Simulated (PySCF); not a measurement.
PySCF input file for C2H5NO, SMILES CC(N)=O, PBE-D3(BJ)/def2-SVP. 

```python
import numpy as np
from pyscf import gto, scf, dft
from pyscf.geomopt import geometric_solver

mol = gto.M(
    atom='''
    C     0.24372939   -1.37471219    0.00000000
    C    -0.15690169    0.08518651   -0.00000000
    N     0.89763352    0.93803552    0.00000000
    O    -1.29987318    0.47666818    0.00000000
    H     0.83636033   -1.59728908    0.88467241
    H     0.83636033   -1.59728908   -0.88467242
    H    -0.64876472   -1.99282769    0.00000000
    H     0.72239125    1.92871489   -0.00000000
    H     1.84823736    0.61625096   -0.00000000
    ''',
    basis='def2-SVP',
    charge=0,
    spin=0,
    max_memory=1600,
    verbose=3,
)
mf = dft.RKS(mol, xc='pbe').density_fit(auxbasis='def2-universal-jkfit')
mf.disp = 'd3bj'
mf.grids.level = 3
mf.conv_tol = 1e-9
mf.max_cycle = 100
mf.kernel()
grad = mf.nuc_grad_method()
grad.grid_response = mol.nao <= 150
conv, mol_eq = geometric_solver.kernel(grad, convergence_set='GAU_TIGHT', maxsteps=100)
print(mol_eq.tostring(format='xyz'))
mf.reset(mol_eq)
mf.kernel()
```

Program output:

```
[...]
4 H    -0.0005652408     0.0004526027     0.0001038962
5 H    -0.0005652408     0.0004526027    -0.0001038964
6 H     0.0001901720    -0.0007102681    -0.0000000001
7 H    -0.0006705640    -0.0001421501     0.0000000000
8 H     0.0003863992     0.0001552606    -0.0000000000
----------------------------------------------
cycle 2: E = -208.820274572  dE = -0.00215102  norm(grad) = 0.00515069
Step    1 : Displace = 3.793e-02/6.382e-02 (rms/max) Trust = 1.000e-01 (=) Grad = 1.717e-03/2.872e-03 (rms/max) E (change) = -208.8202745715 (-2.151e-03) Quality = 0.943
Hessian Eigenvalues: 2.30000e-02 2.30000e-02 2.50502e-02 ... 4.71797e-01 5.55404e-01 9.79224e-01

Geometry optimization cycle 3
Cartesian coordinates (Angstrom)
 Atom        New coordinates             dX        dY        dZ
   C   0.242807  -1.381797  -0.000000    0.005418  0.010017 -0.000000
   C  -0.162285   0.090949  -0.000000   -0.015582  0.001253  0.000000
   N   0.906649   0.955540  -0.000000   -0.008108 -0.009786  0.000000
   O  -1.326082   0.476064  -0.000000   -0.017034  0.001525  0.000000
   H   0.849226  -1.628724   0.896518    0.010136  0.013433 -0.000784
   H   0.849226  -1.628724  -0.896518    0.010136  0.013433  0.000784
   H  -0.674443  -1.996208  -0.000000    0.009634  0.003196  0.000000
   H   0.719999   1.958879   0.000000    0.019575 -0.003768 -0.000000
   H   1.874076   0.636759  -0.000000   -0.014174 -0.029303  0.000000
converged SCF energy = -208.820277995444
--------------- DFRKS_Scanner gradients ---------------
         x                y                z
0 C     0.0017794952     0.0005167620     0.0000000000
1 C    -0.0020014742     0.0003719773     0.0000000000
2 N     0.0009546544    -0.0017738897    -0.0000000000
3 O    -0.0016193219     0.0004051749    -0.0000000000
4 H     0.0003015327    -0.0000778628     0.0003789347
5 H     0.0003015326    -0.0000778628    -0.0003789347
6 H    -0.0003526964     0.0002857534    -0.0000000000
7 H     0.0001501064     0.0003888455     0.0000000000
8 H     0.0004861712    -0.0000388978    -0.0000000000
----------------------------------------------
cycle 3: E = -208.820277995  dE = -3.42394e-06  norm(grad) = 0.00393969
Step    2 : Displace = 1.812e-02/3.264e-02 (rms/max) Trust = 1.414e-01 (+) Grad = 1.313e-03/2.036e-03 (rms/max) E (change) = -208.8202779954 (-3.424e-06) Quality = 0.044
Hessian Eigenvalues: 2.30000e-02 2.30000e-02 2.50502e-02 ... 5.27904e-01 6.38941e-01 1.00540e+00

Geometry optimization cycle 4
Cartesian coordinates (Angstrom)
 Atom        New coordinates             dX        dY        dZ
   C   0.240783  -1.386452  -0.000000   -0.002024 -0.004655 -0.000000
   C  -0.153238   0.088729  -0.000000    0.009047 -0.002220 -0.000000
   N   0.907619   0.962253   0.000000    0.000970  0.006713  0.000000
   O  -1.316561   0.473746  -0.000000    0.009521 -0.002319  0.000000
   H   0.845295  -1.637893   0.895959   -0.003931 -0.009169 -0.000559
   H   0.845295  -1.637893  -0.895959   -0.003931 -0.009169  0.000559
   H  -0.680186  -1.994722  -0.000000   -0.005743  0.001486  0.000000
   H   0.713072   1.963754   0.000000   -0.006927  0.004875  0.000000
   H   1.877094   0.651217  -0.000000    0.003018  0.014458  0.000000
converged SCF energy = -208.820321072248
--------------- DFRKS_Scanner gradients ---------------
         x                y                z
0 C     0.0001287290    -0.0003452097     0.0000000000
1 C    -0.0001481054    -0.0005596174     0.0000000000
2 N    -0.0007469791     0.0002831806    -0.0000000000
3 O     0.0004421080     0.0002164519    -0.0000000000
4 H     0.0000181953     0.0000341171     0.0001329726
5 H     0.0000181952     0.0000341171    -0.0001329726
6 H    -0.0000910050    -0.0000122096    -0.0000000000
7 H     0.0004848363     0.0003556076     0.0000000000
8 H    -0.0001059743    -0.0000064375    -0.0000000000
----------------------------------------------
cycle 4: E = -208.820321072  dE = -4.30768e-05  norm(grad) = 0.00133075
Step    3 : Displace = 9.305e-03/1.473e-02 (rms/max) Trust = 9.061e-03 (-) Grad = 4.436e-04/7.989e-04 (rms/max) E (change) = -208.8203210722 (-4.308e-05) Quality = 0.850
Hessian Eigenvalues: 2.30000e-02 2.30000e-02 2.50502e-02 ... 5.30066e-01 7.21947e-01 1.03973e+00

Geometry optimization cycle 5
Cartesian coordinates (Angstrom)
 Atom        New coordinates             dX        dY        dZ
   C   0.239984  -1.386378  -0.000000   -0.000798  0.000074 -0.000000
   C  -0.150862   0.089250  -0.000000    0.002376  0.000521 -0.000000
   N   0.911062   0.961251   0.000000    0.003443 -0.001003  0.000000
   O  -1.314097   0.474497  -0.000000    0.002464  0.000751  0.000000
   H   0.843987  -1.639050   0.895549   -0.001307 -0.001156 -0.000410
   H   0.843987  -1.639050  -0.895549   -0.001307 -0.001156  0.000410
   H  -0.681550  -1.993422  -0.000000   -0.001364  0.001300  0.000000
   H   0.704367   1.959939   0.000000   -0.008705 -0.003815  0.000000
   H   1.882293   0.655701  -0.000000    0.005199  0.004485  0.000000
converged SCF energy = -208.820321551175
--------------- DFRKS_Scanner gradients ---------------
         x                y                z
0 C     0.0000593424    -0.0002428578     0.0000000001
1 C    -0.0005506446     0.0008098456    -0.0000000000
2 N     0.0007116047    -0.0001091433     0.0000000000
3 O     0.0003174914    -0.0003326284     0.0000000000
4 H    -0.0001099169     0.0000677734    -0.0000468432
5 H    -0.0001099169     0.0000677734     0.0000468431
6 H     0.0000456545     0.0000151921    -0.0000000000
7 H    -0.0004609719    -0.0003135823     0.0000000000
8 H     0.0000973574     0.0000376273     0.0000000000
----------------------------------------------
cycle 5: E = -208.820321551  dE = -4.78927e-07  norm(grad) = 0.00145364
Step    4 : Displace = 4.389e-03/9.357e-03 (rms/max) Trust = 1.281e-02 (+) Grad = 4.845e-04/9.793e-04 (rms/max) E (change) = -208.8203215512 (-4.789e-07) Quality = 0.059
Hessian Eigenvalues: 2.30000e-02 2.30000e-02 2.50502e-02 ... 5.30872e-01 7.23657e-01 1.02050e+00

Geometry optimization cycle 6
Cartesian coordinates (Angstrom)
 Atom        New coordinates             dX        dY        dZ
   C   0.240459  -1.385963  -0.000000    0.000475  0.000415 -0.000000
   C  -0.152292   0.089036  -0.000000   -0.001430 -0.000214  0.000000
   N   0.909173   0.961598   0.000000   -0.001890  0.000348  0.000000
   O  -1.315877   0.473872  -0.000000   -0.001780 -0.000625 -0.000000
   H   0.845010  -1.638276   0.895491    0.001023  0.000774 -0.000059
   H   0.845010  -1.638276  -0.895491    0.001023  0.000774  0.000059
   H  -0.680527  -1.993995  -0.000000    0.001023 -0.000573  0.000000
   H   0.708776   1.961738   0.000000    0.004409  0.001799 -0.000000
   H   1.879440   0.653004  -0.000000   -0.002853 -0.002697  0.000000
converged SCF energy = -208.820325611113
--------------- DFRKS_Scanner gradients ---------------
         x                y                z
0 C     0.0000577059    -0.0000725189     0.0000000000
1 C    -0.0001175516     0.0000428072    -0.0000000000
2 N     0.0000233772     0.0000051935    -0.0000000000
3 O     0.0000757343    -0.0000238254     0.0000000000
4 H    -0.0000184350     0.0000159162     0.0000059125
5 H    -0.0000184350     0.0000159162    -0.0000059125
6 H    -0.0000123476     0.0000094467    -0.0000000000
7 H     0.0000036216     0.0000029372     0.0000000000
8 H     0.0000063301     0.0000041272    -0.0000000000
----------------------------------------------
cycle 6: E = -208.820325611  dE = -4.05994e-06  norm(grad) = 0.000180813
Step    5 : Displace = 2.414e-03/4.864e-03 (rms/max) Trust = 2.194e-03 (-) Grad = 6.027e-05/1.251e-04 (rms/max) E (change) = -208.8203256111 (-4.060e-06) Quality = 1.010
Hessian Eigenvalues: 2.30000e-02 2.30000e-02 2.50502e-02 ... 5.29925e-01 7.21671e-01 1.01533e+00

Geometry optimization cycle 7
Cartesian coordinates (Angstrom)
 Atom        New coordinates             dX        dY        dZ
   C   0.240517  -1.385905  -0.000000    0.000057  0.000058 -0.000000
   C  -0.152294   0.089003  -0.000000   -0.000002 -0.000033  0.000000
   N   0.909046   0.961659   0.000000   -0.000126  0.000061  0.000000
   O  -1.315956   0.473762  -0.000000   -0.000079 -0.000110 -0.000000
   H   0.845171  -1.638298   0.895418    0.000160 -0.000022 -0.000073
   H   0.845171  -1.638298  -0.895418    0.000160 -0.000022  0.000073
   H  -0.680368  -1.994080  -0.000000    0.000158 -0.000085  0.000000
   H   0.708559   1.961777   0.000000   -0.000217  0.000039 -0.000000
   H   1.879328   0.653118  -0.000000   -0.000113  0.000114  0.000000
converged SCF energy = -208.820325635207
--------------- DFRKS_Scanner gradients ---------------
         x                y                z
0 C     0.0000204370    -0.0000217962     0.0000000000
1 C    -0.0000350730     0.0000057879     0.0000000000
2 N     0.0000061490     0.0000033390    -0.0000000000
3 O     0.0000211747    -0.0000025452    -0.0000000000
4 H    -0.0000069844     0.0000038734     0.0000008401
5 H    -0.0000069844     0.0000038734    -0.0000008401
6 H    -0.0000047747     0.0000054385    -0.0000000000
7 H     0.0000033591     0.0000027341     0.0000000000
8 H     0.0000026967    -0.0000007049    -0.0000000000
----------------------------------------------
cycle 7: E = -208.820325635  dE = -2.40935e-08  norm(grad) = 5.35542e-05
Step    6 : Displace = 6.105e-05/1.054e-04 (rms/max) Trust = 3.103e-03 (+) Grad = 1.785e-05/3.555e-05 (rms/max) E (change) = -208.8203256352 (-2.409e-08) Quality = 1.332
Hessian Eigenvalues: 2.30000e-02 2.30000e-02 2.50502e-02 ... 5.21456e-01 7.22104e-01 9.95477e-01

Geometry optimization cycle 8
Cartesian coordinates (Angstrom)
 Atom        New coordinates             dX        dY        dZ
   C   0.240641  -1.385880  -0.000000    0.000125  0.000025 -0.000000
   C  -0.152328   0.088942  -0.000000   -0.000033 -0.000061 -0.000000
   N   0.908867   0.961739   0.000000   -0.000180  0.000080  0.000000
   O  -1.316070   0.473538  -0.000000   -0.000114 -0.000224 -0.000000
   H   0.845386  -1.638250   0.895377    0.000216  0.000048 -0.000041
   H   0.845386  -1.638250  -0.895377    0.000216  0.000048  0.000041
   H  -0.680115  -1.994248  -0.000000    0.000253 -0.000168  0.000000
   H   0.708218   1.961819   0.000000   -0.000341  0.000042 -0.000000
   H   1.879186   0.653328  -0.000000   -0.000141  0.000210  0.000000
converged SCF energy = -208.820325642646
--------------- DFRKS_Scanner gradients ---------------
         x                y                z
0 C    -0.0000058349     0.0000091625    -0.0000000000
1 C     0.0000137965    -0.0000021132    -0.0000000000
2 N    -0.0000017895    -0.0000012994     0.0000000000
3 O    -0.0000072877     0.0000033924     0.0000000000
4 H     0.0000005571    -0.0000025344    -0.0000001583
5 H     0.0000005571    -0.0000025344     0.0000001583
6 H    -0.0000016534    -0.0000003599     0.0000000000
7 H     0.0000021956    -0.0000016595     0.0000000000
8 H    -0.0000005408    -0.0000020540     0.0000000000
----------------------------------------------
cycle 8: E = -208.820325643  dE = -7.43935e-09  norm(grad) = 2.02678e-05
Step    7 : Displace = 3.311e-05/5.538e-05 (rms/max) Trust = 4.389e-03 (+) Grad = 6.756e-06/1.396e-05 (rms/max) E (change) = -208.8203256426 (-7.439e-09) Quality = 1.257
Hessian Eigenvalues: 2.30000e-02 2.30000e-02 2.50502e-02 ... 5.21456e-01 7.22104e-01 9.95477e-01
Converged! =D

9
XYZ from PySCF
C           0.24064122       -1.38588012       -0.00000000
C          -0.15232753        0.08894243       -0.00000000
N           0.90886678        0.96173879        0.00000000
O          -1.31606979        0.47353812       -0.00000000
H           0.84538636       -1.63825032        0.89537686
H           0.84538636       -1.63825032       -0.89537686
H          -0.68011517       -1.99424813       -0.00000000
H           0.70821823        1.96181934        0.00000000
H           1.87918612        0.65332824       -0.00000000
converged SCF energy = -208.820325642733
```

The calculation finished and met its thresholds.

Cost: about 60 core-seconds (a rough figure).
